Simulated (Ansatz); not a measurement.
# CNNa: the cost of one run

Program: Ansatz 0.2.0. Level of theory: the levels named in each step. These are calculated values, not measurements.

### Step 1. The system as given

Bond lengths: C1–N2 1.161 Å, C1–Na3 2.167 Å, N2–Na3 2.043 Å. Angles: C1–N2–Na3 80.0°, N2–C1–Na3 68.2°, C1–Na3–N2 31.8°.

Structure file:

```xyz
3

C    -0.3674   -0.7510    0.8338
N    -0.6899   -0.7345   -0.2810
Na    0.6122    0.8398   -0.2645
```

### Step 2. A rough first relaxation, PBE-D4/def2-SVP

This run stands in another session on the same molecule. It ended at:

```xyz
3

C    -0.4052   -0.8102    0.8701
N    -0.7256   -0.7793   -0.2770
Na    0.6858    0.9439   -0.3046
```

### Step 3. Relaxation, HF/STO-3G

The input, input.yaml:

```yaml
crystal:
  periodic: [false, false, false]
  atoms:
    - { symbol: C, position_ang: [-0.4052406, -0.81020094, 0.87007238] }
    - { symbol: "N", position_ang: [-0.7256068, -0.7793107, -0.27701562] }
    - { symbol: Na, position_ang: [0.6858274, 0.94385164, -0.30462676] }
basis:
  gaussian: { orbitals: STO-3G }
hamiltonian:
  xc: hf
relax:
  f_tol: 0.002
  max_steps: 150
```

The run is started by

```console
ansatz run input.yaml --threads 1 --pin off --max-ram 2560MiB --backend cpu --events-out ev --progress --plain --runs-dir out
```

Q: Estimate wall time and peak memory on 1 thread of Intel Xeon Platinum 8375C at 2.90GHz (Ice Lake), shared host.

About 1.5 s, with a peak of 0.1 GiB.
